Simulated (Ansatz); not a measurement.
# AlH₃+ (doublet): wave-function methods side by side at distance Al1–H3 = 1.913 Å, cc-pVTZ

The task here is to estimate one member of a computed series from the others.

Method: cc-pVTZ, core rule «outside noble gas», up to 5 orbitals frozen; program: Ansatz 0.2.0, Gaussian basis.

The runs, in order: UHF; CCSD(T) on ROHF; CCSD(T) on UHF; BCCD(T) on ROHF; CCSDT(Q) on ROHF; CCSDT(Q) on UHF; CASSCF and MRCISD+Q, 3 electrons in 3 orbitals; CASSCF and NEVPT2, 3 electrons in 3 orbitals; Full CI.

20 further runs of the same task are left out: 20 for a known fault of the program.

## What is computed

The geometry derives from a PBE0/def2-TZVP stationary point (not a proven minimum). One bond is set to the value named and the two fragments are kept rigid.

4 atoms, charge 1, spin multiplicity 2.

Atoms are counted from 1 here; the program's logs count them from 0.

Bond lengths: Al1–H2 1.560 Å, Al1–H3 1.913 Å. Angles: H2–Al1–H3 167.6°.

Coordinates:

```xyz
4

Al    0.0000    0.0559   -0.0118
H     0.0000    0.2249   -1.5630
H     0.0000    0.2631    1.8900
H     0.0000   -1.9833   -0.0118
```

The first run:

Input file in.yaml:

```yaml
crystal:
  periodic: [false, false, false]
  atoms:
    - {symbol: Al, position_ang: [0.000000, 0.055860, -0.011775]}
    - {symbol: H, position_ang: [0.000000, 0.224902, -1.562973]}
    - {symbol: H, position_ang: [0.000000, 0.263103, 1.889966]}
    - {symbol: H, position_ang: [0.000000, -1.983312, -0.011775]}
basis:
  gaussian: {orbitals: cc-pVTZ}
total_charge: 1
magnetization: {spin_polarized: true, initial_magnetization: 1}
hamiltonian: {xc: hf}
output: {orbitals: {seedname: orbitals}}
```

Run with:

```
> ansatz run in.yaml --threads 1 --pin off --events-out ev --progress --plain --max-ram 4096MiB --backend cpu
```

Steps of the session up to this table: UHF; CCSD(T) on ROHF; CCSD(T) on UHF; BCCD(T) on ROHF; CCSDT(Q) on ROHF; CCSDT(Q) on UHF; CASSCF and MRCISD+Q, 3 electrons in 3 orbitals; CASSCF and NEVPT2, 3 electrons in 3 orbitals; Full CI.

One table of the session follows, with a row left open; its other results are not shown here.

| method | from FCI (meV) |
| --- | --- |
| ROHF | +2444.7 |
| UHF | +2411.2 |
| RMP2 | +640.3 |
| UMP2 | +640.0 |
| RCCSD | +59.2 |
| UCCSD | +57.6 |
| RCCSD(T) | +18.4 |
| UCCSD(T) | +17.8 |
| BCCD(T) | +17.1 |
| RCCSDT | ? |
| UCCSDT | +1.8 |
| RCCSDT(Q) | +0.6 |
| UCCSDT(Q) | +0.4 |
| CASSCF pair | +1807.3 |
| NEVPT2 pair | +543.6 |
| MRCISD pair | +80.5 |
| MRCISD+Q pair | -5.3 |
| FCI | 0 |

Estimate the missing values for RCCSDT.

**Answer.** from FCI (meV): +1.9. In the column «from FCI (meV)» it lies between UCCSDT (+1.8) and BCCD(T) (+17.1).

To keep in mind: MRCISD+Q pair falls below full CI: the +Q correction isn't variational, and the cores differ from full CI's. Levels on UHF freeze UHF's core orbitals, full CI those of ROHF, so the U rows can settle a little off it for that reason alone. Restricted and unrestricted rows rest on different reference determinants; where their highest levels disagree by more than a few hundredths of an eV, they describe different states and don't form one ladder.
